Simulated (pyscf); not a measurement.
Single points on ωB97X-D3(BJ)/def2-SVP structures (PySCF, gas phase). Correlated levels are frozen-core, on RHF or UHF. ΔMP2 is the change of the MP2 total energy from the triple- to the quadruple-zeta basis.

SMILES: C=CBCl
```xyz
8

C     -0.1015    -0.8067    -0.4614
C      0.0372     0.2407    -1.2906
B     -0.4779     1.6647    -0.9508
Cl    -1.2926     1.9860     0.5765
H      0.2674    -1.8077    -0.7137
H     -0.5959    -0.6931     0.5104
H      0.5392     0.0783    -2.2527
H     -0.3507     2.6037    -1.6962
```

Problem. How much does it cost (ΔH, 298 K, CCSD(T)/def2-TZVPP + ΔMP2(QZVPP)) to split H₂C=CH–BH–Cl (SMILES C=CBCl) at its B–C bond into •HC=CH₂ + [HB–Cl]•?

Solution. B–C to •HC=CH₂ + [HB–Cl]•: 5.00 eV. The radicals are drawn with the spin at the cut bond; how far it spreads was not checked. Other isomers of •HC=CH₂ were not searched in full and may lie lower. The CCSD(T) − MP2 part came from Ansatz, without density fitting, on the same reference. A UHF reference is spin-contaminated (<S²> up to 0.96), which harms MP2 most.
